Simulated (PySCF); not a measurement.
A side-by-side comparison of computed properties.

First species: C4H6ClFOSi.
InChI=1S/C4H6ClFOSi/c1-2(8)3(5)4(6)7/h1,8H3/b3-2+

Second species: Water, H2O.
SMILES with atom numbers: `[OH2:1]` (hydrogens: H2, H3 on O1)

Cartesian coordinates in Å at the GFN2-xTB level; atoms count from 1:
```xyz
3
H2O angstrom
O      0.004    0.379   -0.003
H     -0.769   -0.190   -0.011
H      0.776   -0.192    0.001
```

Levels: CAM-B3LYP/def2-SVPD for dipole moment, HOMO energy, LUMO energy, HOMO–LUMO gap, static isotropic polarisability and electronic spatial extent ⟨r²⟩ about the centre of nuclear charge; TDDFT CAM-B3LYP/def2-SVPD for lowest singlet excitation; TDA CAM-B3LYP/def2-SVPD for lowest triplet excitation (Tamm–Dancoff); GFN2-xTB for rotational constant A and rotational constant C. Geometries: GFN2-xTB. Each structure is a single optimised conformer of the isolated species, non-relativistic unless stated; the electronic structure was computed with PySCF and density fitting.

Dipoles, sizes and rotational constants follow the conformer. The torsions of the flexible species, by atom-mapped SMILES:
- `[CH3:1]/[C:2]([SiH3:3])=[C:4](\[Cl:5])[C:6](=[O:7])[F:8]`: C2–C4–C6–O7 0°

Question: Which has the higher S1 energy?

Answer: The second: 7.54 eV against 5.18 eV, a difference of 2.36 eV.

Question: Which of the two has the higher dipole moment, and by how much?

Answer: The first: 2.81 D against 1.89 D, a difference of 0.92 D.

Question: Which has the higher LUMO energy?

Answer: The second: 0.96 eV against -1.33 eV, a difference of 2.29 eV.

Question: Which has the higher rotational constant A?

Answer: The second: 871.841 GHz against 1.812 GHz, a difference of 870.029 GHz.

Question: Which has the higher ⟨r²⟩?

Answer: The first: 1433 bohr² against 20 bohr², a difference of 1413 bohr².

Question: Which of the two has the higher rotational constant C, and by how much?

Answer: The second: 283.666 GHz against 0.751 GHz, a difference of 282.915 GHz.

Question: Which of the two has the higher static isotropic polarisability, and by how much?

Answer: The first: 92.7 au against 9.5 au, a difference of 83.2 au.

Question: Which of the two has the higher HOMO–LUMO gap, and by how much?

Answer: The second: 11.68 eV against 8.00 eV, a difference of 3.68 eV.

On the first: The 8 singlets span 5.18 to 7.41 eV, and their oscillator strengths add up to 0.27.

On the second: In wavenumbers S1 is 60800 cm⁻¹ (1 eV = 8065.54 cm⁻¹). The dipole equals about 6.3 × 10⁻³⁰ C·m (1 D = 3.33564 × 10⁻³⁰ C·m).
